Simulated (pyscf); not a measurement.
PySCF, gas phase, ωB97X-D3(BJ)/def2-SVP geometries. Correlated levels are frozen-core, on RHF or UHF. ΔMP2 is the change of the MP2 total energy from the triple- to the quadruple-zeta basis.

### Question
For `[SH][InH2]` -> `[InH]` [singlet] + `[SH2]`, a 1,1-elimination (singlet surface; In–S, H–In broken, H–S formed), PBE/def2-TZVP gives ΔE‡ = 1.66 eV and ΔE = +0.92 eV (zero: the reactant's lowest minimum found). In which direction and how far do r²SCAN/def2-TZVP, ωB97M-D3(BJ)/def2-TZVP, CCSD(T)/def2-TZVPP + ΔMP2(QZVPP) move these?

### Answer
r²SCAN: ΔE‡ = 1.86 eV, ΔE = +1.11 eV; ωB97M-D3(BJ): ΔE‡ = 2.22 eV, ΔE = +0.96 eV; CCSD(T): ΔE‡ = 2.07 eV, ΔE = +0.97 eV. PBE's barrier lies under all of them, by 0.20 to 0.55 eV. Its reaction energy lies under all of them, by 0.04 to 0.20 eV. On the product side the descent ends in a bound adduct, 0.38 eV under the separated species and 1.45 eV under the saddle at ωB97X-D3(BJ)/def2-TZVP. At ωB97X-D3(BJ) the barrier from the zero used here is 2.38 eV. One saddle was located; it need not be the lowest between these sides. The CCSD(T) − MP2 part came from Ansatz, without density fitting, on the same reference. The frozen core leaves the outer d or s,p core shells of the metals and heavy elements correlated in the MP2 and CC values, and def2-TZVPP describes them poorly, which can shift differences by a few kcal/mol. Elements past Kr carry the def2 core potentials, without spin-orbit coupling.
